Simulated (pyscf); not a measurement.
A first-order saddle from PySCF, ωB97X-D3(BJ)/def2-SVP:

```xyz
7

H     -0.3204     0.1004     0.8963
H      0.2915     0.1585     1.6780
C     -1.0892     0.0056    -0.1713
O     -0.5262    -0.8158    -1.1190
H     -2.0124    -0.4419     0.2221
H     -1.2292     1.0595    -0.4728
H      0.2207    -0.3607    -1.5248
```
Charge 0, spin multiplicity 2.

Surface: doublet, charge 0. Lowest wavenumbers (cm⁻¹): 1385i, 299, 379, 558, 1087.

Task: Name the species on either side of this saddle.

Result: hydrogen (H₂) + hydroxymethyl (•H₂C–OH) <-> methanol (H₃C–OH) + H atom (H•), a hydrogen abstraction read from left to right: H–H broken and C–H formed. At ωB97M-D3(BJ)/def2-TZVP it lies +14.3 kcal/mol from the left side and +8.2 kcal/mol from the right (each side as separated species at their lowest minima found). This is the saddle that the search found; another between the same sides may lie lower. The angle at the transferred H is 178°.
